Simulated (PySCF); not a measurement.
**Mayer bond orders and bond lengths**

Compound: C4H7S (charge -1).
Atom-mapped SMILES: `[CH3:1][CH2:2]/[CH:3]=[CH:4]\[S-:5]` (hydrogens: H6, H7, H8 on C1; H9, H10 on C2; H11 on C3; H12 on C4)

Cartesian coordinates in Å at the GFN2-xTB level; atoms count from 1:
```
atom  x, y, z in Å
C1    -1.568   -0.111    0.454
C2    -0.437    0.447   -0.414
C3     0.749   -0.464   -0.464
C4     1.959   -0.141    0.023
S5     2.421    1.322    0.768
H6    -1.221   -0.240    1.477
H7    -1.896   -1.082    0.080
H8    -2.427    0.563    0.460
H9    -0.831    0.627   -1.426
H10   -0.100    1.400   -0.003
H11    0.595   -1.441   -0.918
H12    2.759   -0.882   -0.062
```

Bond orders from the PBE0/pcSseg-1 density (PySCF). The structure is a single GFN2-xTB conformer in the gas phase; no vibrational or solvent corrections. The pcSseg-1 basis has no diffuse functions, a weakness for an anion. The HOMO energy is positive at this level (+0.21 eV), so the outermost electrons may be held by the finite basis alone.

**Question.** Where do the orders between heavy atoms depart from those drawn in the SMILES?

**Answer.** The largest departure is 0.288, at C4–S5 (drawn single, 1.288). Drawn single, order above 1.12: C4–S5 (1.288). The SMILES, with its formal charges, is one Lewis structure only.

**Question.** Give the Mayer order of every bond, beside its length.

**Answer.** 
| bond | drawn as | length (Å) | Mayer order |
| --- | --- | --- | --- |
| C1–C2 | single | 1.531 | 1.038 |
| C2–C3 | single | 1.496 | 1.026 |
| C3–C4 | double | 1.344 | 1.731 |
| C4–S5 | single | 1.706 | 1.288 |
| C1–H6 | single | 1.088 | 0.971 |
| C1–H7 | single | 1.091 | 0.973 |
| C1–H8 | single | 1.092 | 0.971 |
| C2–H9 | single | 1.101 | 0.956 |
| C2–H10 | single | 1.092 | 0.926 |
| C3–H11 | single | 1.088 | 0.959 |
| C4–H12 | single | 1.094 | 0.946 |

By pair of heavy elements: C–C: lowest C2–C3 (1.026, 1.496 Å), highest C3–C4 (1.731, 1.344 Å).

**Question.** Sum the orders of all bonds at each heavy atom with more than one neighbour and set the sums beside the valence in the SMILES.

**Answer.** C1 3.953 (drawn 4), C2 3.946 (drawn 4), C3 3.716 (drawn 4), C4 3.965 (drawn 4). Orders between atoms that aren't bonded are not in these sums.

The Mayer order sums products of elements of PS (density times overlap matrix) between the two atoms' basis functions, so it depends on the basis set.

The run behind these numbers computed NMR shieldings as well. Time: 8.1 s of wall time; peak memory 0.61 GiB. Hardware: one thread, Arm Neoverse V2 (aarch64), no GPU, shared host with 96 logical CPUs at a one-minute load of 50.
